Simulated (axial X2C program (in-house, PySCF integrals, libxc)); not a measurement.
Potential curves of AlB⁻, two-component

Calculated with an axial X2C code built on PySCF integrals. Two-component (2c) means X2C with spin–orbit coupling and atomic mean-field two-electron Coulomb and Gaunt terms. Basis: Al dyall-av3z [9s9p3d2f], B dyall-av3z [8s7p3d2f] (cores contracted in-house); Gaussian nuclei, density fitting, unrestricted open shells. Masses: Al 26.982 u, B 11.009 u.

State: Ω = 3/2 (⟨Sz⟩ = 1.50, ⟨Lz⟩ = 0.00 at PBE0). Energies in eV from the fragments at the same level (Al- + B). Fits are polynomials in 1 − R0/R over 0.85 to 1.23 times the lowest point R0.

```
 R (Å)     PBE0
1.8087  -2.7472
1.8919  -3.0574
1.9543  -3.1914
2.0166  -3.2604
2.0790  -3.2788
2.1518  -3.2514
2.2245  -3.1852
2.3181  -3.0606
2.4324  -2.8717
2.5988  -2.5644
```

One determinant describes the state; a PBE0 search over occupations chose it and may have missed a lower one. Dissociation energies refer to the lowest single-determinant-based atoms at the same level and basis. Density functionals use the spin component along the axis (collinear). A 2c atom that is not at its ground J level misses part of its spin–orbit lowering, and De is too large by that part (0.04 eV or less for light atoms). This holds for PBE0. PBE0 can misorder states that lie within some tenths of an eV, so this need not be the ground state of the molecule. The nearest other 2c determinant of the search, Ω = 1/2, lies 0.25 eV up at the distance of the search. The functionals have no current-density term, which raises determinants with orbital currents, atoms included. With several unpaired electrons one determinant need not be a pure state. The highest occupied level of some functionals is positive through self-interaction error; at Hartree–Fock it is bound. This is the top spin component of a Σ state; components of lower Ω are not single determinants and can lie lower.

(1) What are Re, ωe and De at the PBE0 level?

Answers

(1) At PBE0, 2c: Re = 2.074 Å, ωe ≈ 596 cm⁻¹, De = 3.28 eV to Al- + B; Be follows as 0.501 cm⁻¹.
